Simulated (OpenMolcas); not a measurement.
# A workflow on NO+ (nitrosonium)

Wanted: a single-point energy (UHF/aug-cc-pVTZ), then the energy (CASSCF(4,4)/aug-cc-pVTZ), then the energy (CASPT2(4,4)/aug-cc-pVTZ), then the energy, then the energy (SC-NEVPT2(4,4)/aug-cc-pVTZ), then a single-point energy, then a single-point energy (MC-PDFT[tPBE](4,4)/aug-cc-pVTZ) of NO+ (nitrosonium). 

The results are computed with OpenMolcas 26.06.

## (1) Starting point

NO+ has 2 atoms, charge +1, and is taken as a singlet. As SMILES, `N#[O+]`. The N1–O2 distance was set to 1.223 Å, away from the relaxed value.

Bond lengths: N1–O2 1.223 Å.

## (2) A single-point energy at UHF/aug-cc-pVTZ (run 1)

Input file input.xyz:

```xyz
2

N      0.000000     0.000000    -0.159480
O      0.000000     0.000000     1.063220
```

Input file step1.input:

```
>>> EXPORT MOLCAS_PRINT=2

&GATEWAY
  BasLib
  $CurrDir
  Coord
  input.xyz
  Basis
  aug-cc-pVTZ
  Group
  NoSym

&SEWARD

&SCF
  UHF
  Charge
  1
  Scramble
  0.25
  PrOrbitals
  1 2
```

The basis set aug-cc-pVTZ is read from a file made from the Basis Set Exchange's data (not shown).

Started as:

```
export MOLCAS_MEM=1860
pymolcas step1.input > step1.log
```

What it wrote (excerpt; [...] marks lines left out):

```text
--- Start Module: gateway ---
[...]
--- Stop Module: gateway /rc=_RC_ALL_IS_WELL_ ---
--- Start Module: seward ---
[...]
      Basis functions           92
--- Stop Module: seward /rc=_RC_ALL_IS_WELL_ ---
[...]
--- Start Module: scf ---
[...]
       Convergence after  36 Iterations
[...]
::    Total SCF energy                               -128.8712494087
[...]
      Total spin, S                                     0.0000000104
[...]
      Total electronic charge=   14.000000
      Total            charge=    1.000000
[...]
      Dipole Moment (debye):
      Origin of the operator (angstrom)=    0.0000    0.0000    0.4925
                   X=  1.8319E-06               Y=  1.3311E-07               Z= -1.1638E+00           Total=  1.1638E+00
      Center of Charge (angstrom)
[...]
--- Stop Module: scf /rc=_RC_ALL_IS_WELL_ ---
[...]
```

Run time: 9.9 s. Hardware: 1 thread of Arm Neoverse V1, shared host; peak memory 0.51 GiB.

## (3) A single-point energy at CASSCF(4,4)/aug-cc-pVTZ (run 2)

input.xyz is that of step 2.

Input file step2.input:

```
&gateway
 baslib=$CurrDir
 coord=input.xyz
 basis=aug-cc-pVTZ
 group=NoSym

&seward

&rasscf
 fileorb=$CurrDir/step1.UnaOrb
 spin=1
 nactel=4 0 0
 inactive=5
 ras2=4
 orblisting=Few
```

The basis set aug-cc-pVTZ is read from a file made from the Basis Set Exchange's data (not shown).

Started as:

```
export MOLCAS_MEM=1860
pymolcas step2.input > step2.log
```

What it wrote (excerpt; [...] marks lines left out):

```text
--- Start Module: gateway ---
[...]
--- Stop Module: gateway /rc=_RC_ALL_IS_WELL_ ---
--- Start Module: seward ---
[...]
      Basis functions           92
--- Stop Module: seward /rc=_RC_ALL_IS_WELL_ ---
[...]
--- Start Module: rasscf ---
[...]
      Number of active orbitals                  4
[...]
      Spin quantum number                      0.0
[...]
      Active orbitals                            4
[...]
      Number of CSFs                            20
[...]
      Number of root(s) required                 1
[...]
      Convergence after 21 iterations
[...]
      printout of CI-coefficients larger than  0.05 for root  1
      energy=    -129.010808
      conf/sym  1111     Coeff  Weight
             1  2200  -0.94530 0.89360
             6  2020   0.17860 0.03190
            10  udud  -0.15420 0.02378
            14  0202   0.17860 0.03190
            15  uudd  -0.10946 0.01198
            20  0022  -0.06736 0.00454
      Natural orbitals and occupation numbers for root  1
      sym 1:   1.888710   1.888714   0.111286   0.111290
      ************************************************************************************************************************
      *                                                    Final results                                                     *
[...]
::    RASSCF root number  1 Total energy:   -129.01080784
[...]
      Total electronic charge=   14.000000
      Total            charge=    1.000000
[...]
      Dipole Moment (debye):
      Origin of the operator (angstrom)=    0.0000    0.0000    0.4925
                   X=  3.6138E-06               Y= -1.1713E-05               Z= -4.7027E-01           Total=  4.7027E-01
      Center of Charge (angstrom)
[...]
--- Stop Module: rasscf /rc=_RC_ALL_IS_WELL_ ---
[...]
```

Run time: 8.7 s. Hardware: 1 thread of Arm Neoverse V1, shared host; peak memory 0.51 GiB.

## (4) A single-point energy at CASPT2(4,4)/aug-cc-pVTZ (run 3)

input.xyz is that of step 3.

Input file step3.inp:

```
* NO CASPT2
&GATEWAY
BasLib=$CurrDir
Coord=input.xyz
Basis=aug-cc-pVTZ
Group=NoSym
&SEWARD
&RASSCF
FileOrb=$CurrDir/step2.RasOrb
Spin=1
Nactel=4 0 0
Inactive=5
Ras2=4
OrbListing=Few
&CASPT2
IPEA=0.25
Imaginary=0.1
Frozen=2
```

The basis set aug-cc-pVTZ is read from a file made from the Basis Set Exchange's data (not shown).

Started as:

```
export MOLCAS_MEM=1860
pymolcas step3.inp > step3.log
```

What it wrote (excerpt; [...] marks lines left out):

```text
--- Start Module: gateway ---
[...]
--- Stop Module: gateway /rc=_RC_ALL_IS_WELL_ ---
[...]
      Basis functions           92
[...]
--- Start Module: rasscf ---
[...]
      Number of active orbitals                  4
[...]
      Spin quantum number                      0.0
[...]
      Active orbitals                            4
[...]
      Number of CSFs                            20
[...]
      Number of root(s) required                 1
[...]
      Convergence after  4 iterations
[...]
      printout of CI-coefficients larger than  0.05 for root  1
      energy=    -129.010808
      conf/sym  1111     Coeff  Weight
             1  2200  -0.94530 0.89360
             6  2020   0.17860 0.03190
            10  udud  -0.15421 0.02378
            14  0202   0.17860 0.03190
            15  uudd  -0.10946 0.01198
            20  0022  -0.06736 0.00454
      Natural orbitals and occupation numbers for root  1
      sym 1:   1.888709   1.888709   0.111291   0.111291
      ************************************************************************************************************************
      *                                                    Final results                                                     *
[...]
::    RASSCF root number  1 Total energy:   -129.01080784
[...]
      Total electronic charge=   14.000000
      Total            charge=    1.000000
[...]
      Dipole Moment (debye):
      Origin of the operator (angstrom)=    0.0000    0.0000    0.4925
                   X=  1.2351E-06               Y= -4.5167E-06               Z= -4.7028E-01           Total=  4.7028E-01
      Center of Charge (angstrom)
[...]
--- Stop Module: rasscf /rc=_RC_ALL_IS_WELL_ ---
[...]
--- Start Module: caspt2 ---
[...]
 ###    WARNING: User changed nr of frozen orbitals.                         ###
 ###############################################################################
[...]
      E2 (Variational):          -0.3039480254
      Total energy:            -129.3147558703
[...]
      Reference weight:           0.92984
[...]
::    CASPT2 Root  1     Total energy:   -129.31475587
[...]
--- Stop Module: caspt2 /rc=_RC_ALL_IS_WELL_ ---
[...]
```

Wall time 5.1 s (1 thread of Arm Neoverse V1, shared host); peak memory 0.51 GiB.

## (5) The energy at CASPT2[IPEA 0](4,4)/aug-cc-pVTZ (run 4)

input.xyz is that of step 4.

Input file step4.input:

```
* NO CASPT2

&GATEWAY
  BasLib=$CurrDir
  Coord=input.xyz
  Basis=aug-cc-pVTZ
  Group=NoSym

&SEWARD

&RASSCF
  FileOrb=$CurrDir/step2.RasOrb
  Spin=1
  Nactel=4 0 0
  Inactive=5
  Ras2=4
  OrbListing=Few

&CASPT2
  IPEA=0
  Imaginary=0.1
  Frozen=2
```

The basis set aug-cc-pVTZ is read from a file made from the Basis Set Exchange's data (not shown).

Started as:

```
export MOLCAS_MEM=1860
pymolcas step4.input > step4.log
```

What it wrote (excerpt; [...] marks lines left out):

```text
--- Start Module: gateway ---
[...]
--- Stop Module: gateway /rc=_RC_ALL_IS_WELL_ ---
[...]
      Basis functions           92
[...]
--- Start Module: rasscf ---
[...]
      Number of active orbitals                  4
[...]
      Spin quantum number                      0.0
[...]
      Active orbitals                            4
[...]
      Number of CSFs                            20
[...]
      Number of root(s) required                 1
[...]
      Convergence after  4 iterations
[...]
      printout of CI-coefficients larger than  0.05 for root  1
      energy=    -129.010808
      conf/sym  1111     Coeff  Weight
             1  2200  -0.94530 0.89360
             6  2020   0.17860 0.03190
            10  udud  -0.15421 0.02378
            14  0202   0.17860 0.03190
            15  uudd  -0.10946 0.01198
            20  0022  -0.06736 0.00454
      Natural orbitals and occupation numbers for root  1
      sym 1:   1.888709   1.888709   0.111291   0.111291
      ************************************************************************************************************************
      *                                                    Final results                                                     *
[...]
::    RASSCF root number  1 Total energy:   -129.01080784
[...]
      Total electronic charge=   14.000000
      Total            charge=    1.000000
[...]
      Dipole Moment (debye):
      Origin of the operator (angstrom)=    0.0000    0.0000    0.4925
                   X=  1.2351E-06               Y= -4.5167E-06               Z= -4.7028E-01           Total=  4.7028E-01
      Center of Charge (angstrom)
[...]
--- Stop Module: rasscf /rc=_RC_ALL_IS_WELL_ ---
[...]
--- Start Module: caspt2 ---
[...]
 ###    WARNING: User changed nr of frozen orbitals.                         ###
 ###############################################################################
[...]
      E2 (Variational):          -0.3068412554
      Total energy:            -129.3176491004
[...]
      Reference weight:           0.92789
[...]
::    CASPT2 Root  1     Total energy:   -129.31764910
[...]
--- Stop Module: caspt2 /rc=_RC_ALL_IS_WELL_ ---
[...]
```

Run time: 5.1 s. Hardware: 1 thread of Arm Neoverse V1, shared host; peak memory 0.51 GiB.

## (6) The energy at SC-NEVPT2(4,4)/aug-cc-pVTZ (run 5)

input.xyz is that of step 5.

Input file step5.input:

```
&gateway
  baslib
  $CurrDir
  coord
  input.xyz
  basis
  aug-cc-pVTZ
  group
  NoSym

&seward

&rasscf
  fileorb
  $CurrDir/step2.RasOrb
  spin
  1
  nactel
  4 0 0
  inactive
  5
  ras2
  4
  orblisting
  Few

&caspt2
  sc-nevpt2
  frozen
  2
```

The basis set aug-cc-pVTZ is read from a file made from the Basis Set Exchange's data (not shown).

Started as:

```
export MOLCAS_MEM=1860
pymolcas step5.input > step5.log
```

What it wrote (excerpt; [...] marks lines left out):

```text
--- Start Module: gateway ---
[...]
--- Stop Module: gateway /rc=_RC_ALL_IS_WELL_ ---
[...]
      Basis functions           92
[...]
--- Start Module: rasscf ---
[...]
      Number of active orbitals                  4
[...]
      Spin quantum number                      0.0
[...]
      Active orbitals                            4
[...]
      Number of CSFs                            20
[...]
      Number of root(s) required                 1
[...]
      Convergence after  4 iterations
[...]
      printout of CI-coefficients larger than  0.05 for root  1
      energy=    -129.010808
      conf/sym  1111     Coeff  Weight
             1  2200  -0.94530 0.89360
             6  2020   0.17860 0.03190
            10  udud  -0.15421 0.02378
            14  0202   0.17860 0.03190
            15  uudd  -0.10946 0.01198
            20  0022  -0.06736 0.00454
      Natural orbitals and occupation numbers for root  1
      sym 1:   1.888709   1.888709   0.111291   0.111291
      ************************************************************************************************************************
      *                                                    Final results                                                     *
[...]
::    RASSCF root number  1 Total energy:   -129.01080784
[...]
      Total electronic charge=   14.000000
      Total            charge=    1.000000
[...]
      Dipole Moment (debye):
      Origin of the operator (angstrom)=    0.0000    0.0000    0.4925
                   X=  1.2351E-06               Y= -4.5167E-06               Z= -4.7028E-01           Total=  4.7028E-01
      Center of Charge (angstrom)
[...]
--- Stop Module: rasscf /rc=_RC_ALL_IS_WELL_ ---
[...]
--- Start Module: caspt2 ---
[...]
 ###    WARNING: User changed nr of frozen orbitals.                         ###
 ###############################################################################
[...]
      E2 (Variational):          -0.3014831957
[...]
      E2 (Variational):          -0.3009232868
      Total energy:            -129.3117311317
[...]
      Reference weight:           0.93192
[...]
::    SC-NEVPT2 Root  1     Total energy:   -129.31173113
[...]
--- Stop Module: caspt2 /rc=_RC_ALL_IS_WELL_ ---
[...]
```

Run time: 4.8 s. Hardware: 1 thread of Arm Neoverse V1, shared host; peak memory 0.51 GiB.

## (7) The energy at PC-NEVPT2(4,4)/aug-cc-pVTZ (run 6)

input.xyz is that of step 6.

Input file step6.input:

```
>>> EXPORT MOLCAS_PRINT=2

&GATEWAY
  BasLib
  $CurrDir
  Coord
  input.xyz
  Basis
  aug-cc-pVTZ
  Group
  NoSym

&SEWARD

&RASSCF
  FileOrb
  $CurrDir/step2.RasOrb
  Spin
  1
  Nactel
  4 0 0
  Inactive
  5
  Ras2
  4
  OrbListing
  Few

&CASPT2
  PC-NEVPT2
  Frozen
  2
```

The basis set aug-cc-pVTZ is read from a file made from the Basis Set Exchange's data (not shown).

Started as:

```
export MOLCAS_MEM=1860
pymolcas step6.input > step6.log
```

What it wrote (excerpt; [...] marks lines left out):

```text
--- Start Module: gateway ---
[...]
--- Stop Module: gateway /rc=_RC_ALL_IS_WELL_ ---
[...]
      Basis functions           92
[...]
--- Start Module: rasscf ---
[...]
      Number of active orbitals                  4
[...]
      Spin quantum number                      0.0
[...]
      Active orbitals                            4
[...]
      Number of CSFs                            20
[...]
      Number of root(s) required                 1
[...]
      Convergence after  4 iterations
[...]
      printout of CI-coefficients larger than  0.05 for root  1
      energy=    -129.010808
      conf/sym  1111     Coeff  Weight
             1  2200  -0.94530 0.89360
             6  2020   0.17860 0.03190
            10  udud  -0.15421 0.02378
            14  0202   0.17860 0.03190
            15  uudd  -0.10946 0.01198
            20  0022  -0.06736 0.00454
      Natural orbitals and occupation numbers for root  1
      sym 1:   1.888709   1.888709   0.111291   0.111291
      ************************************************************************************************************************
      *                                                    Final results                                                     *
[...]
::    RASSCF root number  1 Total energy:   -129.01080784
[...]
      Total electronic charge=   14.000000
      Total            charge=    1.000000
[...]
      Dipole Moment (debye):
      Origin of the operator (angstrom)=    0.0000    0.0000    0.4925
                   X=  1.2351E-06               Y= -4.5167E-06               Z= -4.7028E-01           Total=  4.7028E-01
      Center of Charge (angstrom)
[...]
--- Stop Module: rasscf /rc=_RC_ALL_IS_WELL_ ---
[...]
--- Start Module: caspt2 ---
[...]
 ###    WARNING: User changed nr of frozen orbitals.                         ###
 ###############################################################################
[...]
      E2 (Variational):          -0.3014831957
[...]
      E2 (Variational):          -0.3009232868
      Total energy:            -129.3117311317
[...]
      Reference weight:           0.93192
[...]
::    PC-NEVPT2 Root  1     Total energy:   -129.31229104
[...]
--- Stop Module: caspt2 /rc=_RC_ALL_IS_WELL_ ---
[...]
```

It took 4.8 s on 1 thread of Arm Neoverse V1, shared host; peak memory 0.51 GiB.

## (8) A single-point energy at MC-PDFT[tPBE](4,4)/aug-cc-pVTZ (run 7)

input.xyz is that of step 7.

Input file step7.inp:

```
&GATEWAY
  BASLIB
  $CurrDir
  COORD
  input.xyz
  BASIS
  aug-cc-pVTZ
  GROUP
  NoSym

&SEWARD

&RASSCF
  FILEORB
  $CurrDir/step2.RasOrb
  SPIN
  1
  NACTEL
  4 0 0
  INACTIVE
  5
  RAS2
  4
  ORBLISTING
  Few

&MCPDFT
  KSDFT
  T:PBE
```

The basis set aug-cc-pVTZ is read from a file made from the Basis Set Exchange's data (not shown).

Started as:

```
export MOLCAS_MEM=1860
pymolcas step7.inp > step7.log
```

What it wrote (excerpt; [...] marks lines left out):

```text
--- Start Module: gateway ---
[...]
--- Stop Module: gateway /rc=_RC_ALL_IS_WELL_ ---
[...]
      Basis functions           92
[...]
--- Start Module: rasscf ---
[...]
      Number of active orbitals                  4
[...]
      Spin quantum number                      0.0
[...]
      Active orbitals                            4
[...]
      Number of CSFs                            20
[...]
      Number of root(s) required                 1
[...]
      Convergence after  4 iterations
[...]
      printout of CI-coefficients larger than  0.05 for root  1
      energy=    -129.010808
      conf/sym  1111     Coeff  Weight
             1  2200  -0.94530 0.89360
             6  2020   0.17860 0.03190
            10  udud  -0.15421 0.02378
            14  0202   0.17860 0.03190
            15  uudd  -0.10946 0.01198
            20  0022  -0.06736 0.00454
      Natural orbitals and occupation numbers for root  1
      sym 1:   1.888709   1.888709   0.111291   0.111291
      ************************************************************************************************************************
      *                                                    Final results                                                     *
[...]
::    RASSCF root number  1 Total energy:   -129.01080784
[...]
      Total electronic charge=   14.000000
      Total            charge=    1.000000
[...]
      Dipole Moment (debye):
      Origin of the operator (angstrom)=    0.0000    0.0000    0.4925
                   X=  1.2351E-06               Y= -4.5167E-06               Z= -4.7028E-01           Total=  4.7028E-01
      Center of Charge (angstrom)
[...]
--- Stop Module: rasscf /rc=_RC_ALL_IS_WELL_ ---
[...]
--- Start Module: mcpdft ---
[...]
 ###    WARNING: Deprecation warning: KSDF should be replaced                ###
 ###    with FUNC keyword                                                    ###
 ###############################################################################
[...]
::    MCPDFT root number  1 Total energy:   -129.38663608
--- Stop Module: mcpdft /rc=_RC_ALL_IS_WELL_ ---
[...]
```

Run time: 5.1 s. Hardware: 1 thread of Arm Neoverse V1, shared host; peak memory 0.51 GiB.

## (9) What came out

```
                                            quantity          value
                run 1, UHF/aug-cc-pVTZ: total energy  -128.87125 Eh
                 run 1, UHF/aug-cc-pVTZ: HOMO energy      -28.75 eV
                 run 1, UHF/aug-cc-pVTZ: LUMO energy       -9.64 eV
               run 1, UHF/aug-cc-pVTZ: HOMO–LUMO gap       19.11 eV
        run 2, CASSCF(4,4)/aug-cc-pVTZ: total energy  -129.01081 Eh
        run 3, CASPT2(4,4)/aug-cc-pVTZ: total energy  -129.31476 Eh
run 4, CASPT2[IPEA 0](4,4)/aug-cc-pVTZ: total energy  -129.31765 Eh
     run 5, SC-NEVPT2(4,4)/aug-cc-pVTZ: total energy  -129.31173 Eh
     run 6, PC-NEVPT2(4,4)/aug-cc-pVTZ: total energy  -129.31229 Eh
 run 7, MC-PDFT[tPBE](4,4)/aug-cc-pVTZ: total energy  -129.38664 Eh
```
